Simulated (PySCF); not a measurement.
Molecule: SMILES N1=CP=CN1, C$_{2}$H$_{3}$N$_{2}$P.

Atom-mapped SMILES (the numbers label the heavy atoms): `[cH:1]1[n:2][nH:3][cH:4][p:5]1`; H(Xn) means a hydrogen on atom n.

Geometry PBE0-D3(BJ)/def2-SVP throughout; GIAO in PySCF 2.14.0 with density-fitted response routines, gas phase, one conformer, non-relativistic; equivalent atoms averaged; basis pcSseg-2.

Problem. How do the absolute shieldings σ depend on the functional? (ppm; last column core-seconds on 1 thread of an Arm Neoverse V2, shared host; the GGAs took longer than the global hybrids here, which isn't the general rule, and the cause wasn't traced)

Solution. 
```tsv
functional	kind	C1	C4	N2	N3	P5	H(N3)	H(C4)	H(C1)	core-s
HF	Hartree–Fock	8.9	10.4	-127.5	28.0	248.2	21.02	22.42	22.47	7.5
LDA	LDA	4.7	17.9	-109.0	15.8	162.5	20.13	22.25	21.92	17
PBE	GGA	9.2	21.5	-102.9	19.5	199.2	20.56	22.71	22.37	20
BLYP	GGA	2.8	15.3	-110.7	14.2	178.8	20.81	22.95	22.63	20
BP86	GGA	8.9	21.1	-102.6	19.3	194.8	20.65	22.77	22.44	20
OPBE	GGA	20.9	32.3	-85.6	31.0	242.7	20.51	22.68	22.33	20
KT2	GGA	21.6	31.9	-86.9	28.4	256.1	20.52	22.70	22.42	20
KT3	GGA	21.4	31.9	-85.2	30.3	260.1	20.70	22.89	22.60	20
B97-D	GGA	12.1	23.8	-95.3	23.9	207.2	20.83	22.95	22.64	20
B3LYP	global hybrid	2.8	13.4	-116.4	15.5	185.8	20.80	22.77	22.51	13
PBE0	global hybrid	9.1	19.2	-109.8	21.0	208.9	20.59	22.54	22.27	13
mPW1PW91	global hybrid	7.8	17.8	-111.7	19.9	204.0	20.66	22.60	22.34	13
```

Problem. Which nucleus moves most, in ppm?

Solution. P5 (phosphorus bonded to 2 C, in a 5-membered ring): from 162.5 ppm with LDA to 260.1 ppm with KT3. The smallest spread is 0.71 ppm, at H(C4). Proton shifts span only some 12 ppm, so a few tenths of a ppm matter as much there as several ppm in carbon.
